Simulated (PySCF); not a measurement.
```xyz
2

C     0.0000    0.0000   -0.7332
N     0.0000    0.0000    0.6285
```

Basis set: cc-pVTZ (spherical functions). Correlated methods keep 2 orbitals frozen. Charge 1, multiplicity 1.

Starred EOM-CCSD(T)(a) on the restricted Hartree–Fock determinant with PySCF 2.14.0; the energies are vertical.

Problem. The solver was asked for the few lowest roots only. Give the electron affinities of singlet CN(+) among them whose weight of singles is over 0.7 (positive where the electron binds).

Solution.

| root | energy (eV) | weight of singles |
| --- | --- | --- |
| 1 | 14.64 | 0.96 |

Higher main lines weren't sought.
